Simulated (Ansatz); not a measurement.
## Ni: computed properties

Theory: DFT PBEsol, scalar-relativistic, plane waves, PAW in Ansatz.

Cutoff 420 eV; k points 22×22×22 on the computed 1-atom cell (Γ-centred); Gaussian smearing, width 0.10 eV; collinear spin from starting moments 0.6 μB.

The structure is relaxed at this level of theory with its symmetry kept. This bcc form isn't the element's structure at ambient conditions.

```cif
data_structure
_symmetry_space_group_name_H-M 'Im-3m'
_symmetry_Int_Tables_number 229
_cell_length_a 2.7551
_cell_length_b 2.7551
_cell_length_c 2.7551
_cell_angle_alpha 90.000
_cell_angle_beta 90.000
_cell_angle_gamma 90.000
_cell_volume 20.91
loop_
_atom_site_label
_atom_site_type_symbol
_atom_site_symmetry_multiplicity
_atom_site_Wyckoff_symbol
_atom_site_fract_x
_atom_site_fract_y
_atom_site_fract_z
_atom_site_occupancy
Ni1 Ni 2 a 0.00000 0.00000 0.00000 1
```

| Property | Result |
| --- | --- |
| Space group | Im-3m (No. 229) |
| Volume per atom | 10.46 Å³ |
| Formation energy from the elements' standard states (uncorrected) | +0.105 eV/atom |
| Kohn–Sham band gap | none (metal) |
| Density of states at the Fermi level | 1.43 states/eV per cell |
| Löwdin character within 0.5 eV of the Fermi level | Ni 3d 95 % |
| Bulk modulus | 222 GPa |
| Its pressure derivative | 4.5 |
| Bader charges (e) | Ni (1 in the cell) 0.00 |
| Total moment | 0.52 μB per cell |
| Site moments (μB; atoms counted from 1 over the whole cell) | Ni (atom 1) 0.55 |

Only this magnetic start was tried.